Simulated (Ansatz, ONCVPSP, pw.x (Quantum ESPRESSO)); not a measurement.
pw.x on bcc W: one setting changed

Potential: optimised norm-conserving Vanderbilt (ONCV), ONCVPSP 4.0.1.1 (patched build), PBE; core [Kr] 4d10 4f14, reference 5s2 5p6 5d4 6s2; waves: 5s+6s: rc 1.95 bohr, ncon 4, nbas 8, qcut 7 1/bohr, 2 projectors; 5p: rc 1.75 bohr, ncon 4, nbas 8, qcut 6.1 1/bohr, 2 projectors, debl 1.3 Ha; 5d: rc 2.90 bohr, ncon 4, nbas 8, qcut 6.3 1/bohr, 2 projectors, debl 1.7 Ha; f scattering state at 0.09 Ha: rc 2.70 bohr, ncon 4, nbas 8, qcut 3.9 1/bohr, 1 projector; local part: polynomial inside 1.25 bohr (lpopt 4, dvloc0 3 Ha); core correction: none. In the p channel the program set the typed energies aside and used -1.588, 0.250 Ha.

The reference run (k-mesh 14³, cutoffs 45/180 Ry, Fermi–Dirac 0.01 Ry, mixing_beta 0.4, conv_thr 1e-9, no spin) gives -0.09 GPa at 16.130 Å³/atom, where all-electron LAPW gives 0.30 GPa. This run, with its own iteration cap, changes degauss to 0.02.

```
&control
  calculation='scf', prefix='x', pseudo_dir='./', outdir='./tmp', tstress=.true., disk_io='none'
/
&system
  ibrav=0, nat=1, ntyp=1, ecutwfc=45, ecutrho=180, nbnd=15,
  occupations='smearing', smearing='fd', degauss=0.02
/
&electrons
  conv_thr=1e-09, mixing_beta=0.4, electron_maxstep=60
/
ATOMIC_SPECIES
W 1.0 W.UPF
CELL_PARAMETERS angstrom
  -1.59168867 1.59168867 1.59168867
  1.59168867 -1.59168867 1.59168867
  1.59168867 1.59168867 -1.59168867
ATOMIC_POSITIONS crystal
W 0.0000 0.0000 0.0000
K_POINTS automatic
14 14 14 0 0 0
```

```bash
pw.x < W.scf.in > W.scf.out
```

Question: How does the run end?

Answer: It converges in 8 iterations; the free energy moves by -47.8 meV/atom and the pressure by +0.23 GPa. In a metal, with Fermi–Dirac smearing, F lies below its zero-width value by a term in the square of the width.

```
Message from routine setup:
     using ibrav=0 with symmetry is DISCOURAGED, use correct ibrav instead
     lattice parameter (alat)  =       5.2098  a.u.
     unit-cell volume          =     108.8506 (a.u.)^3
     number of electrons       =        14.00
     number of Kohn-Sham states=           15
     kinetic-energy cutoff     =      45.0000  Ry
     charge density cutoff     =     180.0000  Ry
     scf convergence threshold =      1.0E-09
     Exchange-correlation= PBE
     number of k points=   104  Fermi-Dirac smearing, width (Ry)=  0.0200
     iteration #  1     ecut=    45.00 Ry     beta= 0.40
     total energy              =    -137.13989590 Ry
     estimated scf accuracy    <       0.03725195 Ry
     iteration #  2     ecut=    45.00 Ry     beta= 0.40
     total energy              =    -137.14014736 Ry
     estimated scf accuracy    <       0.00635588 Ry
     iteration #  3     ecut=    45.00 Ry     beta= 0.40
     total energy              =    -137.14090276 Ry
     estimated scf accuracy    <       0.00038127 Ry
     [... 2 iterations left out ...]
     iteration #  6     ecut=    45.00 Ry     beta= 0.40
     total energy              =    -137.14091934 Ry
     estimated scf accuracy    <          1.9E-09 Ry
     iteration #  7     ecut=    45.00 Ry     beta= 0.40
     total energy              =    -137.14091934 Ry
     estimated scf accuracy    <          2.5E-09 Ry
     iteration #  8     ecut=    45.00 Ry     beta= 0.40
     the Fermi energy is    22.0053 ev
!    total energy              =    -137.14091934 Ry
     estimated scf accuracy    <          6.9E-12 Ry
     smearing contrib. (-TS)   =      -0.00953403 Ry
     The total energy is F=E-TS. E is the sum of the following terms:
     one-electron contribution =     -19.95205214 Ry
     hartree contribution      =      16.63362545 Ry
     xc contribution           =     -15.24181747 Ry
     ewald contribution        =    -118.57114114 Ry
     convergence has been achieved in   8 iterations
          total   stress  (Ry/bohr**3)                   (kbar)     P=        1.40
     Message from routine punch:
     Nothing written, as per user request (disk_io='none')
```

The run took about 7.2 s on one core of a shared host (Intel(R) Xeon(R) 6975P-C, 192 threads, 1512 GiB, load 46).
